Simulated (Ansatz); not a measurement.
**SiN2H5 (SMILES N[SiH]N): UPBE-QIDH/def2-SVPD**

Aim: the vertical electron affinity of SiN2H5 at UPBE-QIDH/def2-SVPD, from 2 runs. 

Program for the calculation: Ansatz 0.2.0.

50 further runs of the same task are left out: 50 set aside as unsound or not needed.

## Step 1: Starting point

SiN2H5: 8 atoms, total charge 0, spin state doublet. SMILES: `N[SiH]N`. Geometry: relaxed at PBE0-D4/def2-TZVP. This is one conformer, not always the lowest.

Bond lengths: N1–Si2 1.713 Å, Si2–N3 1.720 Å, N1–H4 1.008 Å, N1–H5 1.005 Å, Si2–H6 1.504 Å, N3–H7 1.008 Å, N3–H8 1.008 Å. Angles: N1–Si2–N3 106.1°, N1–Si2–H6 117.2°, N3–Si2–H6 103.6°, Si2–N1–H4 122.2°, Si2–N1–H5 121.8°, Si2–N3–H7 120.2°, Si2–N3–H8 119.6°, H4–N1–H5 112.8°, H7–N3–H8 111.5°.

## Step 2: A single-point energy at UPBE-QIDH/def2-SVPD

Input file in.yaml:

```yaml
basis:
  gaussian:
    orbitals: def2-SVPD
crystal:
  periodic: [false, false, false]
  atoms:
    - {symbol: N, position_ang: [-1.027000, 0.622100, -0.768300]}
    - {symbol: Si, position_ang: [0.527700, 0.579900, -0.050700]}
    - {symbol: "N", position_ang: [0.789500, -1.052600, 0.425100]}
    - {symbol: H, position_ang: [-1.817900, 0.144500, -0.364600]}
    - {symbol: H, position_ang: [-1.296600, 1.349400, -1.406800]}
    - {symbol: H, position_ang: [0.716400, 1.354100, 1.225100]}
    - {symbol: H, position_ang: [0.730800, -1.794000, -0.255200]}
    - {symbol: H, position_ang: [1.468900, -1.260500, 1.139500]}
correlation:
  frozen_orbitals: {H: 0, "N": 1, Si: 5}
magnetization:
  spin_polarized: true
  initial_magnetization: 1
accuracy: high
output: {orbitals: {seedname: orbitals}}
total_charge: 0
hamiltonian:
  xc: {name: PBE-QIDH}
```

Launch:

```bash
ansatz run in.yaml --threads 1 --pin off --max-ram 3480MiB --events-out events.jsonl --progress --plain --runs-dir runs
```

The program printed:

```text
Warning: RAYON_NUM_THREADS=1 ignored (pool sized by the plan → 1); use --threads N
Functional definition: PBE-QIDH
  name "PBE-QIDH"
  parameter a = 3^(-1/3)
  parameter c = 1/3
  exchange = (1 - a)*pbe_x + a*exact_x
  correlation = (1 - c)*pbe_c + c*(mp2_os + mp2_ss)
2133 factors; integrals over basis functions are off by at most 3.5e-9 eV
mean field evaluation 1: about -10915.0527 eV, gradient 3.3e1 eV
mean field evaluation 2: about -10915.0559 eV, gradient 3.3e1 eV
mean field evaluation 4: about -10919.6872 eV, gradient 1.8e0 eV
mean field evaluation 8: about -10919.7216 eV, gradient 8.6e-2 eV
mean field evaluation 16: about -10919.7218 eV, gradient 5.2e-5 eV
mean field -10919.72179083 eV, -401.2923741596 hartree, gradient 8.7e-8 eV, S^2 0.753620; 0 other end points of the search recorded, 0 dependent functions left out
7 core orbitals not correlated: weight in the atoms' cores, before any rotation towards them, 1.000 or more for the frozen orbitals, at most 0.000 for the correlated occupied ones
reference -10919.72179203 eV, -401.2923742038 hartree; 10, 9 occupied and 87, 88 virtual orbitals, 2133 factors
second order -13.98559531 eV of doubles, -0.00000000 eV of singles
Total energy: -10924.38365713 eV, -401.4636945864 hartree
```

It took 11 s on 1 thread of Arm Neoverse V2, shared host; peak memory 0.41 GiB.

## Step 3: The singlet anion, same level

Input file job.yaml:

```yaml
crystal:
  periodic: [false, false, false]
  atoms:
    - {symbol: N, position_ang: [-1.027000, 0.622100, -0.768300]}
    - {symbol: Si, position_ang: [0.527700, 0.579900, -0.050700]}
    - {symbol: N, position_ang: [0.789500, -1.052600, 0.425100]}
    - {symbol: H, position_ang: [-1.817900, 0.144500, -0.364600]}
    - {symbol: H, position_ang: [-1.296600, 1.349400, -1.406800]}
    - {symbol: H, position_ang: [0.716400, 1.354100, 1.225100]}
    - {symbol: H, position_ang: [0.730800, -1.794000, -0.255200]}
    - {symbol: H, position_ang: [1.468900, -1.260500, 1.139500]}
basis:
  gaussian: {orbitals: def2-SVPD}
hamiltonian: {xc: {name: PBE-QIDH}}
output: {orbitals: {seedname: orbitals}}
accuracy: high
correlation: {frozen_orbitals: {H: 0, "N": 1, Si: 5}}
total_charge: -1
```

Launch:

```bash
ansatz run job.yaml --threads 1 --pin off --max-ram 3480MiB --events-out events.jsonl --progress --plain --runs-dir runs
```

The program printed:

```text
Warning: RAYON_NUM_THREADS=1 ignored (pool sized by the plan → 1); use --threads N
[... 6 set-up lines as earlier in the session ...]
2134 factors; integrals over basis functions are off by at most 3.6e-9 eV
mean field evaluation 1: about -10917.6245 eV, gradient 2.3e1 eV
mean field evaluation 2: about -10917.6276 eV, gradient 2.3e1 eV
mean field evaluation 4: about -10918.9550 eV, gradient 2.9e0 eV
mean field evaluation 8: about -10918.9852 eV, gradient 5.4e-2 eV
mean field evaluation 16: about -10918.9852 eV, gradient 7.0e-5 eV
mean field -10918.98522992 eV, -401.2653060454 hartree, gradient 5.2e-8 eV, S^2 0.000000; 0 other end points of the search recorded, 0 dependent functions left out
7 core orbitals not correlated: weight in the atoms' cores, before any rotation towards them, 1.000 or more for the frozen orbitals, at most 0.000 for the correlated occupied ones
reference -10918.98523113 eV, -401.2653060901 hartree; 10, 10 occupied and 87, 87 virtual orbitals, 2134 factors
second order -15.04651914 eV of doubles, -0.00000000 eV of singles
Total energy: -10924.00073751 eV, -401.4496225500 hartree
```

Run time: 9 s. Hardware: 1 thread of Arm Neoverse V2, shared host; peak memory 0.32 GiB.

## Step 4: Summary of results

At UPBE-QIDH/def2-SVPD, 7 core orbitals frozen:

```
                                                                quantity          value
                                            doublet SiN2H5: total energy  -401.46369 Eh
doublet SiN2H5: HOMO energy (SCF part's orbitals) (highest over α and β)       -6.95 eV
 doublet SiN2H5: LUMO energy (SCF part's orbitals) (lowest over α and β)        0.49 eV
                                                    doublet SiN2H5: ⟨S²⟩          0.754
                                             singlet anion: total energy  -401.44962 Eh
                        singlet anion: HOMO energy (SCF part's orbitals)        0.87 eV
                        singlet anion: LUMO energy (SCF part's orbitals)        6.07 eV
    singlet anion: HOMO–LUMO gap (to an unbound level, set by the basis)        5.20 eV
                       vertical electron affinity (to the singlet anion)      -0.383 eV
```

**Reading.** The anion lies 0.38 eV (8.8 kcal/mol) above the neutral: the electron isn't bound at this level, and such a value depends on the basis. The HOMO (singlet anion) lies at positive energy, 0.87 eV; only total energies tell whether the electron is bound.
